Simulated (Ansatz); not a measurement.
# CH3OSi: the cost of one run

Method: RKS LDA/def2-TZVP, in Ansatz 0.2.0.

## Step 1: The starting structure

Bond lengths: C1–O2 1.427 Å, C1–Si3 1.862 Å, O2–Si3 1.740 Å, C1–H4 1.102 Å, C1–H5 1.102 Å, Si3–H6 1.527 Å. Angles: C1–O2–Si3 71.3°, O2–C1–Si3 62.2°, O2–C1–H4 111.2°, O2–C1–H5 111.5°, Si3–C1–H4 121.9°, Si3–C1–H5 126.1°, H4–C1–H5 110.3°, C1–Si3–O2 46.5°, C1–Si3–H6 99.7°, O2–Si3–H6 101.6°.

Structure file:

```xyz
6

C     0.0461   -0.1620   -0.6109
O    -0.9573   -0.5593    0.3229
Si   -0.3513    1.0048    0.7852
H    -0.3782   -0.0300   -1.6194
H     0.8799   -0.8813   -0.6387
H     0.7609    0.6279    1.7608
```

## Step 2: End point A

input.yaml

```yaml
crystal:
  periodic: [false, false, false]
  atoms:
    - { symbol: C, position_ang: [0.0461, -0.16205, -0.61093] }
    - { symbol: O, position_ang: [-0.95729, -0.55926, 0.32294] }
    - { symbol: Si, position_ang: [-0.35129, 1.00475, 0.78517] }
    - { symbol: H, position_ang: [-0.37825, -0.02999, -1.61936] }
    - { symbol: H, position_ang: [0.87989, -0.88133, -0.63865] }
    - { symbol: H, position_ang: [0.76085, 0.62786, 1.76084] }
total_charge: -1
basis:
  gaussian: { orbitals: def2-TZVP }
hamiltonian:
  xc: lda
relax:
  f_tol: 0.02
  max_steps: 50
```

Started as:

```sh
$ ansatz run input.yaml --threads 2 --pin off --max-ram 3072MiB --backend cpu --events-out ev --progress --plain --runs-dir out
```

Q: Estimate wall time and peak memory on 2 threads of Intel Xeon Platinum 8488C (Sapphire Rapids), shared host.

About 9 s, with a peak of 0.18 GiB.
